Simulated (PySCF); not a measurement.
**C4H9, SMILES `C[C](C)C` (charge 0, multiplicity 2)**

Calculation: PBE-D3(BJ)/def2-TZVP // B3LYP-D3(BJ)/def2-TZVP (PySCF).

The highest occupied spin orbital is -3.72 eV, the dipole moment is 0.045 e·Å and the total energy comes out as -157.6261 Ha. The cost is roughly 10 core-minutes.

Bonds (Å): C1–C2 1.490, C1–H5 1.093, C1–H6 1.093, C1–H7 1.104, C2–C3 1.490, C2–C4 1.490, C3–H8 1.104, C3–H9 1.093, C3–H10 1.093, C4–H11 1.093, C4–H12 1.104, C4–H13 1.093. Bond angles (°): C2–C1–H5 111.8, C2–C1–H6 111.8, C2–C1–H7 111.7, H5–C1–H6 108.4, H5–C1–H7 106.5, H6–C1–H7 106.5, C1–C2–C3 118.7, C1–C2–C4 118.7, C3–C2–C4 118.7, C2–C3–H8 111.7, C2–C3–H9 111.8, C2–C3–H10 111.8, H8–C3–H9 106.5, H8–C3–H10 106.5, H9–C3–H10 108.4, C2–C4–H11 111.8, C2–C4–H12 111.7, C2–C4–H13 111.8, H11–C4–H12 106.5, H11–C4–H13 108.4, H12–C4–H13 106.5.
Charge 0, spin multiplicity 2.
